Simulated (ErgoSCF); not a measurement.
# AlNH3 (SMILES [NH2][AlH]) at 6 levels

We compute a comparison of 6 runs (UHF/STO-3G, UHF/3-21G, UHF/def2-SVP, UB3LYP/6-31G*, UPBE0/def2-SVP, UPBE/def2-TZVP) of AlNH3. 

Program for the calculation: ErgoSCF 3.8.

1 further run of the same task is left out (set aside as unsound or not needed).

### Step 1. The structure to begin with

AlNH3: 5 atoms, total charge 0, spin state doublet. As SMILES, `[NH2][AlH]`. Geometry: relaxed at PBE0-D4/def2-TZVP. This is one conformer, not always the lowest.

Bond lengths: N1–Al2 1.774 Å, N1–H3 1.007 Å, N1–H4 1.009 Å, Al2–H5 1.604 Å. Angles: N1–Al2–H5 115.7°, Al2–N1–H3 125.4°, Al2–N1–H4 124.3°, H3–N1–H4 110.2°.

### Step 2. The energy at UHF/STO-3G (run 1)

run.inp

```
set_nthreads(1)
molecule_inline
N  -0.22034207 -1.24873102 0.33089104
Al 1.58094488 1.57584262 0.22827892
H  0.28062433 -2.84460474 1.23871547
H  -1.90919030 -1.47927761 -0.52421003
H  0.36244947 3.85768691 -1.35191007
EOF
scf.max_number_of_iterations = 120
scf.use_diagonalization = 1
spin_polarization = 1
scf.output_mulliken_pop = 1
basis = "STO-3G"
charge = 0
tmpdir = "."
run "HF"
```

The basis set STO-3G is read from a file made from the Basis Set Exchange's data (not shown).

On the command line:

```bash
$ ergo run.inp
```

The log of the run:

```text
[...]
INSC SCF_general constructor, number of basis functions: 17
[...]
INSC Energy   1 =       -244.13875501700
[...]
INDE E_LUMO =          0.28881812372
[...]
INSC Energy  13 =       -294.44374203627  ( diff     -0.000000000034447 )
[...]
RESC CONVERGED after  13 iterations.
RESC FINAL ENERGY:       -294.44374203627
RESC FINAL <S2> =          0.75601564017
[...]
INSC SCF: dipole_moment_x [atomic units] =       0.55594349
INSC SCF: dipole_moment_y [atomic units] =      -0.08019319
INSC SCF: dipole_moment_z [atomic units] =       0.34271529
[...]
```

It took 1.3 s on 1 thread of Arm Neoverse V1, shared host; peak memory 0.26 GiB.

### Step 3. A single-point energy at UHF/3-21G (run 2)

job.ego

```
set_nthreads("env")
basis = "3-21G"
tmpdir = "."
scf.output_mulliken_pop = 1
scf.max_number_of_iterations = 120
spin_polarization = 1
scf.use_diagonalization = 1
molecule_inline
N   -0.22034207  -1.24873102   0.33089104
Al   1.58094488   1.57584262   0.22827892
H    0.28062433  -2.84460474   1.23871547
H   -1.90919030  -1.47927761  -0.52421003
H    0.36244947   3.85768691  -1.35191007
EOF
run "HF"
```

The basis set 3-21G is read from a file made from the Basis Set Exchange's data (not shown).

On the command line:

```bash
$ ergo job.ego
```

The log of the run:

```text
[...]
INSC SCF_general constructor, number of basis functions: 28
[...]
INSC Energy   1 =       -175.72852994941
[...]
INDE E_LUMO =          0.04875285470
[...]
INSC Energy  17 =       -296.47243389092  ( diff     -0.000000000001705 )
[...]
RESC CONVERGED after  17 iterations.
RESC FINAL ENERGY:       -296.47243389092
RESC FINAL <S2> =          0.75506626550
[...]
INSC SCF: dipole_moment_x [atomic units] =      -0.02128198
INSC SCF: dipole_moment_y [atomic units] =      -0.49178278
INSC SCF: dipole_moment_z [atomic units] =       0.18136327
[...]
```

It took 1.7 s on 1 thread of Arm Neoverse V1, shared host; peak memory 0.26 GiB.

Runs 3 to 5 aren't shown in full; the table further down has their settings and results.

### Step 4. The energy at UPBE/def2-TZVP (run 6)

run.inp

```
set_nthreads("env")
molecule_inline Angstrom
N       -0.116600      -0.660800       0.175100
Al       0.836600       0.833900       0.120800
H        0.148500      -1.505300       0.655500
H       -1.010300      -0.782800      -0.277400
H        0.191800       2.041400      -0.715400
EOF
scf.output_mulliken_pop = 1
spin_polarization = 1
XC.radint = 1e-11
basis = "def2-TZVP"
scf.use_diagonalization = 1
XC.angint = 41
scf.max_number_of_iterations = 120
XC.sparse_mode = 0
tmpdir = "."
run "PBE"
```

The basis set def2-TZVP is read from a file made from the Basis Set Exchange's data (not shown).

On the command line:

```bash
$ ergo run.inp
```

The log of the run:

```text
[...]
INDF Weighted mixed functional:
[...]
INSC Energy   1 =        -97.96826562428
[...]
INDE E_LUMO =         -0.10369361426
[...]
INSC Energy  22 =       -298.79085158473  ( diff     -0.000000000004036 )
[...]
RESC CONVERGED after  22 iterations.
RESC FINAL ENERGY:       -298.79085158473
RESC FINAL <S2> =          0.75262880615
[...]
INSC SCF: dipole_moment_x [atomic units] =      -0.17760470
INSC SCF: dipole_moment_y [atomic units] =      -0.46651357
INSC SCF: dipole_moment_z [atomic units] =       0.08394084
[...]
```

Run time: 41 s. Hardware: 1 thread of Arm Neoverse V1, shared host; peak memory 0.26 GiB.

### Step 5. Overview of the runs

```
run                                level  integration grid  radint  energy (Eh)  dipole moment (D)   ⟨S²⟩  wall time
  1                           UHF/STO-3G                 –       –  -294.443742               1.67  0.756      1.3 s
  2                            UHF/3-21G                 –       –  -296.472434               1.33  0.755      1.7 s
  3                         UHF/def2-SVP                 –       –  -297.987350               1.21  0.754      8.4 s
  4  UB3LYP/6-31G* (spherical functions)             Turbo   1e-11  -298.965184               1.38  0.752       12 s
  5                       UPBE0/def2-SVP             Turbo   1e-11  -298.663408               1.42  0.753       12 s
  6                       UPBE/def2-TZVP             Turbo   1e-11  -298.790852               1.29  0.753       41 s
```

### Step 6. Results

```
            quantity          value
 run 6: total energy  -298.79085 Eh
run 6: dipole moment         1.29 D
         run 6: ⟨S²⟩          0.753
```

The dipole moment (its size) runs from 1.21 D (UHF/def2-SVP) to 1.67 D (UHF/STO-3G). Totals of different functionals can't be ranked against each other. In run 1 the basis is minimal, so the values are rough. All runs together took 75 s, the longest 41 s.
